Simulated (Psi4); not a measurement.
# doublet C2H5Al+: a first try and a second

Wanted: energy and forces of doublet C2H5Al+, USVWN5/def2-SVPD.

Program for the calculation: Psi4 1.11.

7 further runs of the same task are left out: 5 that didn't finish, 2 set aside as unsound or not needed.

## (1) The system as given

C2H5Al+ has 8 atoms, charge +1, and is taken as a doublet. SMILES of the parent species: `C=[CH][AlH2]`. The coordinates come from a PBE0-D4/def2-TZVP relaxation. That shape belongs to the parent species and isn't relaxed for this state.

Bond lengths: C1–C2 1.337 Å, C2–Al3 1.938 Å, C1–H4 1.089 Å, C1–H5 1.089 Å, C2–H6 1.090 Å, Al3–H7 1.588 Å, Al3–H8 1.588 Å. Angles: C1–C2–Al3 119.6°, C1–C2–H6 116.7°, Al3–C2–H6 123.7°, C2–C1–H4 121.7°, C2–C1–H5 123.0°, C2–Al3–H7 122.1°, C2–Al3–H8 116.8°, H4–C1–H5 115.3°, H7–Al3–H8 121.2°.

## (2) First attempt

Contents of job.dat:

```
memory 1.6 GB

molecule molecule1 {
  1 2
  C
  C 1 1.336815
  Al 2 1.938055 1 119.5992
  H 1 1.08855 2 121.68042 3 0.00058
  H 1 1.089 4 115.30458 2 179.99273
  H 2 1.090008 1 116.74223 4 179.98291
  H 3 1.587715 2 122.06491 6 -0.09362
  H 3 1.588321 7 121.17571 2 -179.98183
  units angstrom
  symmetry c1
}

set basis def2-SVPD
set reference uks
set puream true
set e_convergence 1e-09
set d_convergence 1e-06
set scf_type pk
set dft_radial_points 99
set dft_spherical_points 590
set maxiter 100
set mom_start 5

E, wfn = gradient('scf', dft_functional={"name": "SVWN5", "x_functionals": {"LDA_X": {}}, "c_functionals": {"LDA_C_VWN": {}}}, return_wfn=True)
oeprop(wfn, 'MULLIKEN_CHARGES', 'MAYER_INDICES', 'DIPOLE')
print_variables()
```

The run is started by

```
$ psi4 job.dat job.out -n 1
```

job.out:

```text
Psi4 1.11 release

gradient() will perform analytic gradient computation.

   => Loading Basis Set <=

    Name: DEF2-SVPD
    Role: ORBITAL
    Keyword: BASIS

         ---------------------------------------------------------
                                   SCF
                              UKS Reference
                        1 Threads,   1525 MiB Core
         ---------------------------------------------------------

  ==> Geometry <==

    Molecular point group: c1
    Full point group: C1

    Geometry (in Angstrom), charge = 1, multiplicity = 2:

       Center              X                  Y                   Z               Mass
    ------------   -----------------  -----------------  -----------------  -----------------
         C            0.000002677706     0.879999262081    -1.498427168876    12.000000000000
         C            0.000002677706     0.879999262081    -0.161612168876    12.000000000000
         AL           0.000002677706    -0.805143099598     0.795650806434    26.981538530000
[... 4 lines of this table left out ...]
         H           -0.003214882015    -2.127451797038    -0.084265641317     1.007825032230

  Running in c1 symmetry.

[... 77 lines left out ...]
    Weights Tolerance      =       1.00E-15
[... 50 lines left out ...]
   @UKS iter   1:  -318.87645412687863    2.21017e-01   7.63129e-03 ADIIS/DIIS
[... 2 lines left out ...]
   @UKS iter   4:  -319.05738573191513    1.46031e-01   4.81569e-03 ADIIS/DIIS
[... 2 lines left out ...]
   @UKS iter   7:  -319.27886251072027   -6.78120e-03   3.74843e-04 ADIIS/DIIS/MOM
[... 3 lines left out ...]
   @UKS iter  91:  -311.93922321995080    1.01316e-02   1.28561e-02 ADIIS/DIIS/MOM
[... 2 lines left out ...]
   @UKS iter  94:  -311.99144315954425    1.11720e-02   1.28713e-02 ADIIS/DIIS/MOM
[... 2 lines left out ...]
   @UKS iter  97:  -316.40427163552931    1.95672e-03   6.23218e-03 ADIIS/DIIS/MOM
[... 2 lines left out ...]
   @UKS iter 100:  -316.61268575940511   -7.31410e-01   9.62462e-04 ADIIS/DIIS/MOM
[... 1 line left out ...]
PsiException: Could not converge SCF iterations in 100 iterations.

  Failed to converge.

psi4.driver.p4util.exceptions.SCFConvergenceError: Could not converge SCF iterations in 100 iterations.

Printing out the relevant lines from the Psithon --> Python processed input file:
    core.set_global_option("SCF_TYPE", "pk")
    core.set_global_option("DFT_RADIAL_POINTS", 99)
    core.set_global_option("DFT_SPHERICAL_POINTS", 590)
    core.set_global_option("MAXITER", 100)
    core.set_global_option("MOM_START", 5)
--> E, wfn = gradient('scf', dft_functional={"name": "SVWN5", "x_functionals": {"LDA_X": {}}, "c_functionals": {"LDA_C_VWN": {}}}, return_wfn=True)
    oeprop(wfn, 'MULLIKEN_CHARGES', 'MAYER_INDICES', 'DIPOLE')
    print_variables()

!-------------------------------------------------------!
!                                                       !
!  Could not converge SCF iterations in 100 iterations. !
!                                                       !
!-------------------------------------------------------!

    Psi4 run time: 0:02:06.52
```

It took 2.1 min on 1 thread of AMD EPYC 9R45 (Zen 5), shared host; peak memory 0.61 GiB.

## (3) Diagnosis

The run stopped without converging.

The telling line is `Could not converge SCF iterations in 100 iterations.`. In place of `set mom_start 5` the sound input has `set soscf true`, `set soscf_start_convergence 0.001`. These settings are changed for another try; the log doesn't prove which change is needed.

## (4) The mended input

Edit job.dat of step 2 so:

```diff
@@ -25,3 +25,4 @@
 set maxiter 100
-set mom_start 5
+set soscf true
+set soscf_start_convergence 0.001
```

The run is started by

```
$ psi4 job.dat job.out -n 1
```

job.out (excerpt; [...] marks lines left out):

```text
[...]
  Running in c1 symmetry.
[...]
  Nuclear repulsion =   84.079711874365330
[...]
  Multiplicity = 2
[...]
  Nalpha       = 15
  Nbeta        = 14
[...]
    Number of basis functions: 104
[...]
   @UKS iter   1:  -318.87645412687863    2.21017e-01   7.63129e-03 DIIS/ADIIS
[...]
   @UKS iter  27:  -319.28191095549266   -7.35383e-10   1.40100e-07 SOKS, nmicro=conv
[...]
   @S^2 Observed:                7.532283580E-01
[...]
  @UKS Final Energy:  -319.28191095549266
   => Energetics <=
    Nuclear Repulsion Energy =             84.0797118743653300
    One-Electron Energy =                -601.4317239950382827
    Two-Electron Energy =                 227.1546200194382266
    DFT Exchange-Correlation Energy =     -29.0845188542578938
    Empirical Dispersion Energy =           0.0000000000000000
    VV10 Nonlocal Energy =                  0.0000000000000000
    Total Energy =                       -319.2819109554926627
[...]
  -Total Gradient:
     Atom            X                  Y                   Z
    ------   -----------------  -----------------  -----------------
       1       -0.000039585661     0.012738854480     0.037725333678
       2        0.000031968643     0.031371401903    -0.027984675970
       3       -0.000015257784    -0.017079467869    -0.005735956231
       4        0.000007802832     0.027333843830     0.005926883309
       5        0.000002886925    -0.036894395218     0.015090376797
       6       -0.000006562797    -0.040215414203    -0.022840620784
       7       -0.000012553636     0.006442020331    -0.007538565968
       8        0.000031269173     0.016299426370     0.005353232386
[...]
 Multipole Moments:
 ------------------------------------------------------------------------------------
     Multipole            Electronic (a.u.)      Nuclear  (a.u.)        Total (a.u.)
[...]
  Mulliken Charges: (a.u.)
   Center  Symbol    Alpha    Beta     Spin     Total
       1     C     2.79300  2.89765 -0.10466  0.30935
       2     C     3.21867  3.13048  0.08819 -0.34915
       3    AL     6.37111  6.08349  0.28761  0.54540
       4     H     0.54251  0.52613  0.01637 -0.06864
       5     H     0.54532  0.52485  0.02048 -0.07017
       6     H     0.44377  0.42816  0.01562  0.12807
       7     H     0.55823  0.26445  0.29378  0.17732
       8     H     0.52740  0.14479  0.38260  0.32781
   Total alpha = 15.00000, Total beta = 14.00000, Total charge =  1.00000
[...]
```

Run time: 3.6 min. Hardware: 1 thread of AMD EPYC 9R45 (Zen 5), shared host; peak memory 0.61 GiB.

## (5) What came out

Level: USVWN5/def2-SVPD.

| quantity | value |
| --- | --- |
| total energy | -319.28191 Eh |
| HOMO energy (highest over α and β) | -13.20 eV |
| LUMO energy (lowest over α and β) | -12.86 eV |
| ⟨S²⟩ | 0.753 |
| largest force on an atom | 2.378 eV/Å |
